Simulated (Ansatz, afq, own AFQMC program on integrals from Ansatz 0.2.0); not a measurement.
**AlH, singlet: AFQMC among the cluster methods**

```xyz
2

Al    0.0000    0.0000    0.0000
H     0.0000    0.0000    2.2930
```

Basis cc-pVTZ. Noble-gas cores (and the filled d shells of Ga–Kr and In–Xe) are frozen. Ansatz 0.2.0 and our own AFQMC program on the same integrals; the CISD trial comes from CCSD amplitudes, and released means the phaseless constraint is let go. ± is one standard error of the sampling.

Determinant: RHF, the one that the program's search chose, which needn't be the lowest solution. The geometry is a point of a scan.

Full CI on the same integrals is exact in this basis and with this determinant's frozen core.

Cautions: higher spins were not checked; raised T1 diagnostic (T1 0.023, weight of the determinant 0.90, largest double 0.13).

The T1 diagnostic is 0.0229, the weight of the determinant in the CISD state is 0.898 and the size of the correlated space is 4 electrons in 43 orbitals.

Reference: full CI, correlation energy -2.391 eV. The released energy is read at 2.40 1/Eh (meV from the phaseless value at times in 1/Eh: -2.1 ± 1.3 at 0.24, -4.4 ± 0.9 at 0.51, -5.8 ± 1.1 at 0.99, -6.9 ± 1.1 at 1.62, -9.4 ± 1.5 at 2.40).

| level | E − E(reference) (kJ/mol) | share of correlation (%) |
| --- | --- | --- |
| HF | 230.7 | 0.00 |
| MP2 | 66.8 | 71.06 |
| CCSD | 7.0 | 96.97 |
| CCSD(T) | 1.8 | 99.22 |
| CCSDT | 0.2 | 99.89 |
| CCSDT(Q) | 0.0 | 99.98 |
| ph-AFQMC/CISD | 1.2 ± 0.2 | 99.49 |
| released AFQMC | 0.3 ± 0.1 | 99.89 |

CCSDT and higher add their correlation energy to the determinant of the CCSD(T) run, since their own runs factorise the integrals more tightly (a shift of under 2 meV). A walk keeps the symmetry of its determinant, which the program's search chose and which needn't be the lowest solution, so a lower state of the same spin and another symmetry isn't excluded. Released energies are given only where the last usable release times agree within the noise; a slower fall can still hide under it.
